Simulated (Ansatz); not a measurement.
The same path of C2H3ClFN (8 atoms, charge 0, multiplicity 1) was run twice with different band settings. The coordinate that changes most is the angle C1–N2–C3.

The calculation used RKS PBE/def2-SVP (Ansatz 0.2.0).

Relaxed end points:

```xyz
8
Properties=species:S:1:pos:R:3
C -1.059 0.322 0.021
N 0.334 0.579 -0.274
C 1.223 -0.279 -0.076
F 1.036 -1.523 0.420
Cl 2.903 -0.016 -0.414
H -1.425 1.094 0.730
H -1.267 -0.684 0.445
H -1.653 0.449 -0.909
```

```xyz
8
Properties=species:S:1:pos:R:3
C -1.017 0.385 0.019
N 0.046 -0.303 0.700
C 1.166 -0.541 0.200
F 2.118 -1.183 0.870
Cl 1.757 -0.126 -1.417
H -1.307 1.282 0.606
H -1.913 -0.270 -0.015
H -0.759 0.699 -1.018
```

Common settings: climbing image yes; spring 5.0 eV/Å²; optimiser quadratic models (default); start path IDPP; force threshold 0.03 eV/Å; end points relaxed.

| run | movable images | iteration limit |
| --- | --- | --- |
| 1 | 9 | 32 |
| 2 | 3 | 60 |

(1) What does each run give, and how far can it be trusted?

Results:

(1) Run 1: converged after 18 iterations, highest image 0.486 eV above the first end. A vibrational analysis at the climbing image gives one clearly imaginary mode, 234i cm⁻¹: a first-order saddle point.
Run 2: converged after 13 iterations, highest image 0.486 eV above the first end. Another band between the same ends (9 images) ends at a top of the same energy, where a vibrational analysis finds 1 clearly imaginary mode. So few images can step over the top or miss a turn of the path.
